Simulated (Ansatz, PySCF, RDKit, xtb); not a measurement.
# Solving MgSiNH5, step by step

Given the formula MgSiNH5 and nothing else, which arrangement of the atoms is the most stable in the gas at 298.15 K, and what are its properties?

Plan: many cheap relaxations first (GFN2-xTB), then density-functional screening, relaxation at PBE0-D3(BJ)/def2-SVP, vibrations and a final energy. The numbers are computed, not measured.

4 further runs of the same task are left out: 4 set aside as unsound or not needed.

## 1. Possible bonding patterns

A program enumerates the bonding patterns with one Lewis structure each (two rings at most, one unusual centre or charged pair), with their diastereomers. O–O, O–halogen and N–halogen bonds and N–N–N chains are not drawn. That gives 13 candidates.

```
label                SMILES     spin
 c113    [MgH][NH2+][SiH2-]  singlet
 c269       [MgH][NH][SiH3]  singlet
 c300   [MgH2-][NH+]=[SiH2]  singlet
 c315     [NH3+][SiH-][MgH]  singlet
 c348    [MgH2-][NH2+][SiH]  triplet
 c446  [NH2+]1[MgH-][SiH2]1  singlet
 c568     [NH3+][MgH-][SiH]  triplet
 c601     [NH3+][MgH-][SiH]  singlet
 c603       [NH2][Mg][SiH3]  singlet
 c721          N[SiH2][MgH]  singlet
 c907    [MgH2-][NH2+][SiH]  singlet
 c970        N[SiH+][MgH2-]  singlet
 c978    [NH2][MgH-][SiH2+]  singlet
```

Candidates are built by distance geometry, with a force field where one applies, in up to four conformers (letters a to d). 16 starts with atoms placed at random are added, to find patterns that the rules miss.

**Question.** With final energies at CCSD(T)/def2-TZVP, which structure will this search put lowest in free energy, and by what margin?

| quantity | value |
| --- | --- |
| lowest structure found | [MgH][NH][SiH3], singlet, Cs |
| next finalist | [MgH][NH2][SiH2] ‡, singlet, 19.9 kcal/mol higher in G |
| share at equilibrium, among the finalists | 100.0 % |
| harmonic wavenumbers, lowest and highest (PBE0-D3(BJ)/def2-SVP) | 106 and 3601 cm⁻¹ |
| rotational constants, same geometry | 0.9754, 0.1047, 0.09771 cm⁻¹ |
| dipole moment (PBE0/def2-TZVPD) | 1.43 D |
| HOMO energy (PBE0/def2-TZVPD) | -6.89 eV |
| LUMO energy (PBE0/def2-TZVPD) | -0.87 eV |
| HOMO–LUMO gap (PBE0/def2-TZVPD) | 6.02 eV |
| lowest excitation (TD-B3LYP/def2-SVPD) | 4.61 eV (f = 0.029) |
| strongest of the states computed, same level | 6.33 eV (f = 0.276) |
| lowest triplet excitation, same level, Tamm-Dancoff | 4.33 eV |
| vertical ionisation energy | 8.92 eV |
| vertical electron affinity | -0.28 eV (unbound: the value depends on the basis) |
| vertical triplet less singlet | +4.42 eV |

The lowest structure found is `[MgH][NH][SiH3]`. Among the finalists first place is clear (19.9 kcal/mol); structures outside the list aren't covered. PBE0-D3(BJ)/def2-SVP, HF/def2-TZVP and MP2/def2-TZVP already put its bonding pattern lowest among the structures in one piece. Lowest found is not proven lowest: the search is finite, and each finalist counts with one conformer. Patterns outside the rules of the enumeration were met only by chance. Bonds to the alkali or alkaline-earth atom are largely ionic, and its place along soft bends is ill-defined. The lowest isomer need not be the one that is made and kept in a bottle, which depends on barriers.

‡ marks the bonded skeleton alone, with all bonds drawn single: no Lewis structure was assigned that passes a check against the bond lengths.
